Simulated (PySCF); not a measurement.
## The first ionisation energy along the second row

All values are computed (PySCF 2.14, energy differences of UHF-based or UKS calculations, no spin-orbit coupling). Values in eV. The last column holds reference values (NIST; (s) semi-empirical, (t) theoretical, else measured). Unmarked ones compare directly (S terms, centres of terms, or small fine structure); those marked * lie between the lowest fine-structure levels and include a spin-orbit shift.

| element | configurations | UHF | PBE | PBE0 | MP2 (valence) | SCS-MP2 (valence) | CCSD (valence) | reference |
| --- | --- | --- | --- | --- | --- | --- | --- | --- |
| Li (dyall-av3z, spin-free X2C) | [He] 2s1 → 1s2 | 5.343 | 5.590 | 5.571 | n/a | n/a | n/a | 5.392 |
| Be (dyall-av3z, spin-free X2C) | [He] 2s2 → [He] 2s1 | 8.044 | 8.998 | 8.972 | 8.838 | 8.997 | 9.296 | 9.323 |
| B (dyall-av3z, spin-free X2C) | [He] 2s2 2p1 → [He] 2s2 | 8.039 | 8.670 | 8.644 | 8.264 | 8.230 | 8.175 | 8.297 |
| C (dyall-av3z, spin-free X2C) | [He] 2s2 2p2 → [He] 2s2 2p1 | 10.797 | 11.538 | 11.511 | 11.250 | 11.118 | 11.152 | 11.262 |
| N (dyall-av3z, spin-free X2C) | [He] 2s2 2p3 → [He] 2s2 2p2 | 13.889 | 14.727 | 14.697 | 14.580 | 14.320 | 14.439 | 14.545 |
| O (dyall-av3z, spin-free X2C) | [He] 2s2 2p4 → [He] 2s2 2p3 | 12.010 | 14.048 | 13.834 | 13.327 | 13.433 | 13.363 | 13.608 |
| F (dyall-av3z, spin-free X2C) | [He] 2s2 2p5 → [He] 2s2 2p4 | 15.637 | 17.643 | 17.431 | 17.289 | 17.280 | 17.181 | 17.427 |
| Ne (dyall-av3z, spin-free X2C) | [Ne] → [He] 2s2 2p5 | 19.642 | 21.644 | 21.433 | 21.625 | 21.478 | 21.351 | 21.597 |

Q: Which of these methods has the smallest mean absolute error against the measured values here?

A: MP2 (valence), with 0.144 eV.

| method | elements | mean error (eV) | mean absolute error (eV) | largest error (eV) |
| --- | --- | --- | --- | --- |
| UHF | 8 | -1.006 | 1.006 | -1.955 |
| PBE | 8 | 0.176 | 0.257 | 0.440 |
| PBE0 | 8 | 0.081 | 0.209 | -0.350 |
| MP2 (valence) | 7 | -0.126 | 0.144 | -0.485 |
| SCS-MP2 (valence) | 7 | -0.172 | 0.172 | -0.326 |
| CCSD (valence) | 7 | -0.157 | 0.157 | -0.246 |

Errors include the incompleteness of the basis and the frozen core.

"Valence" correlates the outer s and p shells and, in groups 3 to 12 and the f block, the outer d or f shell, open or full, or the next shell where the ion has no valence electron left; the wider scheme adds the next inner shell.
